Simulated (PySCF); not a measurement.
An element was calculated at PBE (PySCF 2.14, non-relativistic, a triple-zeta basis, no spin-orbit coupling), in the ground configurations that NIST lists.

| Item | Value |
| --- | --- |
| electron affinity | 1.490 eV |
| first ionisation energy | 8.199 eV |
| second ionisation energy | 16.401 eV |
| third ionisation energy | 33.379 eV |
| polarisability of the atom | 41.3 bohr³ |

**Question.** Which element is it?

**Answer.** Silicon (Si, Z = 14), in aug-cc-pwCVTZ. NIST lists 8.152, 16.346, 33.493 eV for these ionisation energies.
